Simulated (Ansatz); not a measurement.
Consider the isomerisation: `CC(F)=C(F)F` → `C=C(F)C(F)F`.

Isolated molecules relaxed with PBE0-D4/def2-TZVP in Ansatz; ΔE leaves out vibrations. CBS: MP2 limit from def2 TZ/QZ plus the TZ coupled-cluster correction, frozen cores. Functionals use def2-TZVPP. B3LYP here is the variant with VWN-RPA as its local correlation; programs differ in this. One conformer a species, not always the lowest.

```
             level  ΔE (eV)
            B97M-V    -0.18
          B3LYP-D4    -0.22
          BHLYP-D4    -0.27
            B2PLYP    -0.25
            revPBE    -0.13
              PBE0    -0.16
    MP2/def2-QZVPP    -0.27
SCS-MP2/def2-QZVPP    -0.29
```

Task: What does CCSD(T)/CBS give? (An estimate is asked.)

Result: Computed: -0.28 eV. The listed levels differ from it by 0.10, 0.06, 0.01, 0.03, 0.15, 0.12, 0.01, -0.01 eV.

Largest T1 diagnostic among the species: 0.012.

In def2-TZVPP, CCSD(T) changes the Hartree–Fock value by +0.07 eV (the triples alone add +0.01 eV) and MP2 by +0.08 eV. At CCSD(T), def2-SVP lies +0.03 eV from the extrapolated value and def2-TZVPP −0.00 eV.
